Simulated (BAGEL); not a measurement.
# [C2H2NS2]+ (SMILES c1ns[cH+]s1) at PBE0/def2-SVP (density fitting with qzvpp-jkfit)

Aim: the energy change on altering one bond length of [C2H2NS2]+ at PBE0/def2-SVP (density fitting with qzvpp-jkfit), from 2 runs. 

The calculation is run with BAGEL 1.2.2.

2 further runs of the same task are left out: 2 set aside as unsound or not needed.

## (1) The molecule

The species is [C2H2NS2]+ (7 atoms), meant as a singlet with charge +1. SMILES: `c1ns[cH+]s1`. Geometry: relaxed at GFN2-xTB.

Bond lengths: C1–N2 1.273 Å, N2–S3 1.607 Å, S3–C4 1.689 Å, C1–S5 1.742 Å, C4–S5 1.680 Å, C1–H6 1.078 Å, C4–H7 1.077 Å. Angles: C1–N2–S3 118.5°, N2–C1–S5 117.7°, N2–S3–C4 96.1°, S3–C4–S5 115.8°, C1–S5–C4 91.8°, N2–C1–H6 121.8°, S5–C1–H6 120.4°, S3–C4–H7 122.6°, S5–C4–H7 121.6°.

## (2) The energy at PBE0/def2-SVP (density fitting with qzvpp-jkfit)

Contents of job.json:

```json
{ "bagel" : [

{
  "title" : "molecule",
  "basis" : "svp",
  "df_basis" : "qzvpp-jkfit",
  "angstrom" : "true",
  "geometry" : [
    { "atom" : "C", "xyz" : [      -0.705130,       0.577680,       0.804680 ] },
    { "atom" : "N", "xyz" : [      -0.052030,      -0.382710,       1.326550 ] },
    { "atom" : "S", "xyz" : [       0.927150,      -1.244280,       0.387610 ] },
    { "atom" : "C", "xyz" : [       0.611070,      -0.388610,      -1.033800 ] },
    { "atom" : "S", "xyz" : [      -0.482060,       0.880240,      -0.896310 ] },
    { "atom" : "H", "xyz" : [      -1.376210,       1.190250,       1.384820 ] },
    { "atom" : "H", "xyz" : [       1.077210,      -0.632560,      -1.973550 ] }
  ]
},

{ "title" : "ks", "xc_func" : "pbe0", "charge" : 1 },

{ "title" : "print", "file" : "orbitals.molden", "orbitals" : "true" }

]}
```

Launch:

```
$ BAGEL_NUM_THREADS=1 BAGEL job.json > job.out
```

The program printed:

```text
* using 1 threads per process

  ===============================================================
  ===============================================================

  *** Geometry ***

  { "atom" : "C", "xyz" : [     -1.332503,      1.091657,      1.520625 ] },
  { "atom" : "N", "xyz" : [     -0.098322,     -0.723217,      2.506816 ] },
  { "atom" : "S", "xyz" : [      1.752060,     -2.351348,      0.732477 ] },
  { "atom" : "C", "xyz" : [      1.154755,     -0.734366,     -1.953599 ] },
  { "atom" : "S", "xyz" : [     -0.910961,      1.663413,     -1.693780 ] },
  { "atom" : "H", "xyz" : [     -2.600660,      2.249247,      2.616931 ] },
  { "atom" : "H", "xyz" : [      2.035632,     -1.195365,     -3.729469 ] },

  Number of auxiliary basis functions:      519

  Since a DF basis is specified, we compute 2- and 3-index integrals:
    o Being stored without compression. Storage requirement is 0.032 GB

  Number of basis functions:       88
  Number of electrons      :       53

    * METHOD: MOLECULE                             0.26

  *** Kohn-Sham DFT ***

    * Removing 14128 points whose weight is below 1.00e-10
    * Grid points: 90214

  === Nuclear Repulsion ===
   274.8960205216

       - DIIS with orbital gradients will be used.

  === KS iteration (pbe0 / svp) ===
      0       -902.36372325          0.12360107           0.34
      1       -897.35112400          0.17696185           0.32
      2       -882.75652212          0.16366023           0.32
      3       -886.46955819          0.20698618           0.32
      4       -923.28101573          0.06722076           0.32
      5       -924.12110220          0.07161117           0.32
      6       -927.00935830          0.02633787           0.32
      7       -927.23171186          0.01886011           0.32
      8       -927.44965031          0.00317300           0.32
      9       -927.45405423          0.00176191           0.32
     10       -927.45578911          0.00051396           0.32
     11       -927.45593155          0.00015495           0.32
     12       -927.45594714          0.00004961           0.32
     13       -927.45594895          0.00000827           0.32
     14       -927.45594899          0.00000415           0.32
     15       -927.45594899          0.00000223           0.32
     16       -927.45594900          0.00000147           0.32
     17       -927.45594900          0.00000029           0.32
     18       -927.45594900          0.00000042           0.33
     19       -927.45594900          0.00000014           0.33
     20       -927.45594900          0.00000003           0.32
     21       -927.45594900          0.00000001           0.32
    * SCF iteration converged.

    * Permanent dipole moment:
           (   -0.043142,    -0.207992,     0.771965) a.u.

    * METHOD: KS                                   7.54

    * METHOD: PRINT                                0.02

  ===============================================================
```

Run time: 8.1 s. Hardware: 1 thread of Arm Neoverse V1, shared host; peak memory 0.4 GiB.

## (3) The distorted shape at the same level

Contents of job.json:

```json
{ "bagel" : [

{
  "title" : "molecule",
  "basis" : "svp",
  "df_basis" : "qzvpp-jkfit",
  "angstrom" : "true",
  "geometry" : [
    { "atom" : "C", "xyz" : [      -0.844972,       0.650865,       1.086605 ] },
    { "atom" : "N", "xyz" : [      -0.191872,      -0.309525,       1.608475 ] },
    { "atom" : "S", "xyz" : [       0.787308,      -1.171095,       0.669535 ] },
    { "atom" : "C", "xyz" : [       0.471228,      -0.315425,      -0.751875 ] },
    { "atom" : "S", "xyz" : [      -0.621902,       0.953425,      -0.614385 ] },
    { "atom" : "H", "xyz" : [      -1.516052,       1.263435,       1.666745 ] },
    { "atom" : "H", "xyz" : [       1.077210,      -0.632560,      -1.973550 ] }
  ]
},

{
  "title" : "ks",
  "xc_func" : "pbe0",
  "charge" : 1
},

{
  "title" : "print",
  "file" : "orbitals.molden",
  "orbitals" : "true"
}

]}
```

Launch:

```
$ BAGEL_NUM_THREADS=1 BAGEL job.json > job.out
```

The program printed:

```text
* using 1 threads per process

  ===============================================================
  ===============================================================

  *** Geometry ***

  { "atom" : "C", "xyz" : [     -1.596766,      1.229957,      2.053386 ] },
  { "atom" : "N", "xyz" : [     -0.362586,     -0.584917,      3.039577 ] },
  { "atom" : "S", "xyz" : [      1.487796,     -2.213049,      1.265238 ] },
  { "atom" : "C", "xyz" : [      0.890492,     -0.596067,     -1.420838 ] },
  { "atom" : "S", "xyz" : [     -1.175224,      1.801712,     -1.161019 ] },
  { "atom" : "H", "xyz" : [     -2.864923,      2.387546,      3.149692 ] },
  { "atom" : "H", "xyz" : [      2.035632,     -1.195365,     -3.729469 ] },

  Number of auxiliary basis functions:      519

  Since a DF basis is specified, we compute 2- and 3-index integrals:
    o Being stored without compression. Storage requirement is 0.032 GB

  Number of basis functions:       88
  Number of electrons      :       53

    * METHOD: MOLECULE                             0.27

  *** Kohn-Sham DFT ***

    * Removing 13795 points whose weight is below 1.00e-10
    * Grid points: 90547

  === Nuclear Repulsion ===
   273.3541479787

       - DIIS with orbital gradients will be used.

  === KS iteration (pbe0 / svp) ===
      0       -902.62791240          0.12295984           0.33
      1       -896.71196275          0.17008989           0.31
      2       -883.84251262          0.16439807           0.32
      3       -887.07246179          0.20430855           0.31
      4       -925.68867672          0.04980093           0.32
      5       -926.15279857          0.04558609           0.32
      6       -927.40736745          0.00424188           0.32
      7       -927.41167055          0.00385923           0.32
      8       -927.41809717          0.00187474           0.32
      9       -927.42052660          0.00041045           0.32
     10       -927.42061169          0.00012616           0.31
     11       -927.42062037          0.00004483           0.32
     12       -927.42062176          0.00001443           0.32
     13       -927.42062192          0.00000652           0.32
     14       -927.42062195          0.00000213           0.32
     15       -927.42062195          0.00000155           0.32
     16       -927.42062195          0.00000051           0.32
     17       -927.42062195          0.00000039           0.32
     18       -927.42062195          0.00000012           0.32
     19       -927.42062195          0.00000008           0.32
     20       -927.42062195          0.00000001           0.32
     21       -927.42062195          0.00000001           0.32
    * SCF iteration converged.

    * Permanent dipole moment:
           (   -0.120353,    -0.168085,     0.928972) a.u.

    * METHOD: KS                                   7.41

    * METHOD: PRINT                                0.02

  ===============================================================
```

Run time: 7.8 s. Hardware: 1 thread of Arm Neoverse V1, shared host; peak memory 0.4 GiB.

## (4) Outcome

At PBE0/def2-SVP (density fitting with qzvpp-jkfit):

| quantity | value |
| --- | --- |
| first shape: total energy | -927.45595 Eh |
| first shape: HOMO energy | -14.63 eV |
| first shape: LUMO energy | -8.60 eV |
| first shape: HOMO–LUMO gap | 6.03 eV |
| distorted shape: total energy | -927.42062 Eh |
| distorted shape: HOMO energy | -14.54 eV |
| distorted shape: LUMO energy | -8.45 eV |
| distorted shape: HOMO–LUMO gap | 6.09 eV |
| energy change with the C4–H7 bond stretched from 1.077 to 1.400 Å | 0.961 eV |

**Reading.** With the C4–H7 bond stretched from 1.077 to 1.400 Å the energy rises by 0.96 eV (92.8 kJ/mol). The first shape isn't relaxed at this level, so the change isn't measured from a minimum.
